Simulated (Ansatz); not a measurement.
Geometry optimisation, Ansatz 0.2.0, UKS PBE/STO-3G.

Input file:

```yaml
crystal:
  periodic: [false, false, false]
  atoms:
    - { symbol: C, position_ang: [-0.9176, 1.1952, 0.1419] }
    - { symbol: C, position_ang: [0.3582, 0.4999, 0.2014] }
    - { symbol: C, position_ang: [0.206, -0.9985, -0.0363] }
    - { symbol: O, position_ang: [1.5825, -1.5932, 0.1521] }
    - { symbol: Cl, position_ang: [-0.2903, -1.4068, -1.6852] }
    - { symbol: H, position_ang: [-0.8222, 2.3131, 0.3739] }
    - { symbol: H, position_ang: [-1.3765, 1.1908, -0.8674] }
    - { symbol: H, position_ang: [-1.646, 0.8402, 0.8363] }
    - { symbol: H, position_ang: [0.8141, 0.6928, 1.2311] }
    - { symbol: H, position_ang: [1.0693, 0.9382, -0.4943] }
    - { symbol: H, position_ang: [-0.4739, -1.4531, 0.7043] }
    - { symbol: H, position_ang: [1.5734, -2.2739, -0.5238] }
magnetization:
  spin_polarized: true
basis:
  gaussian: { orbitals: STO-3G }
hamiltonian:
  xc: pbe
relax:
  f_tol: 0.02
  max_steps: 40
output:
  orbitals: {}
```

Run as:

```bash
$ ansatz run input.yaml --threads 1 --pin off --max-ram 2048MiB --backend cpu --events-out ev --progress --plain --runs-dir out
```

Problem. Where does it end, and by what steps?

Solution. The run converged. Limits of this set-up: minimal basis. After 9 steps the energy has fallen by 1.049 eV; H12 moved furthest, 0.57 Å.

| step | energy less start (eV) | largest force component (eV/Å) | accepted |
| --- | --- | --- | --- |
| 0 | 0.0000 | 4.526 | yes |
| 1 | -0.7786 | 1.489 | yes |
| 2 | -0.8849 | 2.156 | yes |
| 3 | -0.9209 | 2.533 | yes |
| 4 | -0.9700 | 1.075 | yes |
| 5 | -1.0404 | 0.360 | yes |
| 6 | -1.0480 | 0.093 | yes |
| 7 | -1.0485 | 0.027 | yes |
| 8 | -1.0484 | 0.064 | no |
| 9 | -1.0485 | 0.004 | yes |

```xyz
12
Properties=species:S:1:pos:R:3
C -0.981 1.238 0.175
C 0.412 0.555 0.198
C 0.339 -0.976 -0.109
O 1.652 -1.529 0.015
Cl -0.373 -1.224 -1.890
H -0.875 2.320 0.381
H -1.451 1.108 -0.817
H -1.647 0.799 0.941
H 0.877 0.667 1.201
H 1.090 1.028 -0.542
H -0.437 -1.493 0.518
H 1.471 -2.549 -0.036
```

Whether the end is a true minimum wasn't checked by a vibrational analysis.

Time of the run: 21 s on 1 thread of Intel(R) Xeon(R) 6975P-C (Granite Rapids), on a shared host, peak memory 0.16 GiB.
